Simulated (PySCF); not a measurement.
Problem. Give a PBE0-D3(BJ)/def2-SVP geometry of `C=C[C@H](C)[NH2+]C`. (Charge +1.)

Solution. 
Z-matrix in Å and degrees, rows numbered from 1:
```
C 
C   1  1.3337
C   2  1.4988  1  123.36
C   3  1.5153  2  113.53  1  -130.84
N   3  1.5259  2  107.40  1   106.73
C   5  1.4838  3  116.85  2  -170.62
H   1  1.0954  2  122.04  3     0.16
H   1  1.0929  2  121.14  3   178.84
H   2  1.0980  1  120.11  3  -178.03
H   3  1.1018  2  109.85  1    -6.22
H   4  1.0987  3  108.31  2    58.67
H   4  1.0989  3  113.10  2   177.37
H   4  1.1021  3  111.55  2   -59.13
H   5  1.0289  3  108.09  2    65.10
H   5  1.0281  3  106.84  2   -47.28
H   6  1.0970  5  108.77  3    56.18
H   6  1.0971  5  109.08  3   176.08
H   6  1.0953  5  109.46  3   -63.91
```

C1 (terminal =CH2 carbon) is planar (angles 122.0°, 121.1° and 116.8°, sum 360.0°, 0.01 Å off the plane of its three neighbours). The C–C distances run from 1.334 Å (C1=C2, drawn double) to 1.515 Å (C3–C4, drawn single), a spread of 0.181 Å. C2 (alkene CH carbon) is planar (angles 123.4°, 120.1° and 116.5°, sum 360.0°, 0.01 Å off the plane of its three neighbours). Of the pairs four or more bonds apart, H12···H18 is among the closest relative to their van der Waals radii: 2.26 Å, 94 % of the sum of Bondi's values.

Computed, not measured: PBE0-D3(BJ)/def2-SVP geometry optimisation, gas phase (PySCF).

Point group: C1 (no symmetry element, even within 0.4 Å). Stationary, but not proved a minimum. Torsions: C1–C2–C3–C4 -131°, C2–C3–N5–C6 -171°.

On one thread, x86-64 server (shared host), this took 44 s of wall time. These figures are those of the optimisation.

One conformer stands for the species.
